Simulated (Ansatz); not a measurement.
`CP(C)C`, charge 0, multiplicity 1.

Give a relaxed structure at PBE0-D4/def2-TZVP (Ansatz). (An estimate is asked.)

Ansatz gave: 
Z-matrix (Å, degrees):
```
C
P 1 1.839
H 1 1.092 2 109.5
H 1 1.092 2 109.5 3 -117.8
H 1 1.094 2 112.3 3 121.1
C 2 1.839 1 99.4 3 -171.9
C 2 1.839 1 99.4 3 -70.7
H 6 1.092 2 109.5 1 -70.7
H 6 1.094 2 112.3 1 50.4
H 6 1.092 2 109.5 1 171.5
H 7 1.092 2 109.5 1 70.3
H 7 1.094 2 112.3 1 -50.8
H 7 1.092 2 109.5 1 -171.9
```
Point group C3v.
This is one stationary point; other conformers may exist.
